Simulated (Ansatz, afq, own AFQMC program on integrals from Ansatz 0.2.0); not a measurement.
AFQMC on a folder of integrals that Ansatz 0.2.0 wrote.

```yaml
crystal:
  periodic: [false, false, false]
  atoms:
    - {symbol: Ge, position_ang: [0.000000, -0.037540, 0.321995]}
    - {symbol: O, position_ang: [0.000000, 0.086176, -1.528961]}
    - {symbol: H, position_ang: [0.000000, 1.337542, 1.064259]}
basis:
  gaussian: {orbitals: cc-pVDZ}
total_charge: 1
magnetization: {spin_polarized: true, initial_magnetization: 2}
correlation: {method: ccsd_t, electrons: outside_noble_gas, hamiltonian_folder: ham}
```

```sh
$ ansatz run in.yaml --threads 1 --pin off --events-out ev --progress --plain --max-ram 1382MiB
```

afq runs on the folder ham with

```
--method phaseless --trial cisd --walkers 60 --populations 1 --least-time 40 --time-step 0.005 --steps-per-block 50 --equilibration-blocks 28 --max-blocks 300 --target-error 0.00038 --factor-cut 1e-05 --start spin_pure --seed 7230 --release-times 0.24,0.51,0.99,1.62,2.4 --release-step 0.03 --release-every 4 --taylor-order 6
```

Times are imaginary, in 1/Eh. The walk had a cap of 723 s. Filled inner d shells are frozen with the cores.

afq prints:

```
orbitals 31  electrons 6 4  factors 234 of 500
reference energy -2150.39709352 Eh
CCSD correlation -0.22478311 Eh in 16 cycles, weight of the determinant in the CISD state 0.8897
energy of the start -2150.620620 Eh
 block  time / (1/Eh)  mean weight  energy / Eh
     1     0.250  0.9997  -2150.619757
     2     0.500  1.0014  -2150.624747
     3     0.750  0.9968  -2150.626237
     4     1.000  1.0007  -2150.631792
     5     1.250  0.9992  -2150.630042
     9     2.250  0.9988  -2150.634849
    33     8.250  0.9994  -2150.638007
    49    12.250  1.0000  -2150.620111
    65    16.250  1.0010  -2150.635108
    97    24.250  0.9981  -2150.626690
   129    32.250  0.9984  -2150.628445
   161    40.250  0.9995  -2150.629403
   193    48.250  1.0000  -2150.634816
   225    56.250  1.0001  -2150.632219
   257    64.250  0.9993  -2150.620769
   289    72.250  0.9968  -2150.625202
   321    80.250  0.9996  -2150.632029
blocks merged  error / Eh  count
     1  0.000279  300
     2  0.000332  150
     4  0.000377  75
     8  0.000354  37
    16  0.000350  18
    32  0.000439  9
released: time / (1/Eh)  energy / Eh  error  mean overlap
  0.24  -2150.628564  0.000582  1.0114
  0.51  -2150.629898  0.000514  1.0073
  0.99  -2150.629161  0.000492  1.0188
  1.62  -2150.630130  0.000701  1.0087
  2.40  -2150.629340  0.001145  1.0047
energy -2150.628914 +/- 0.000354 Eh
(rows thinned)
```

The run passed its tests (sampling time, drift between the halves within three errors, error under three times the target), which doesn't prove that it has relaxed.

Against this walk (error 9.6 meV) on the same determinant: CCSD(T) 3.4 meV higher (within the noise), CCSDT(Q) 69.4 meV lower. The error is statistical and leaves out the bias of the constraint. Released to 1.62 1/Eh the energy moves by -33 ± 21 meV (both errors), within twice the noise. CCSDT(Q) is the surest value here, so the walk's 69 meV above it is most likely the bias of the constraint with this trial, which can have either sign.

Cautions: constraint bias not in the error; no relativity below Rb; no spin-orbit coupling; inner d shell frozen; lower spins were not checked.

The walk took 3.1 min on 1 thread of Intel(R) Xeon(R) 6975P-C (Granite Rapids) (shared host). The log's last line is the phaseless energy.

CCSDT and higher add their correlation energy to the determinant of the CCSD(T) run, since their own runs factorise the integrals more tightly (a shift of under 2 meV). A walk keeps the symmetry of its determinant, which the program's search chose and which needn't be the lowest solution, so a lower state of the same spin and another symmetry isn't excluded.
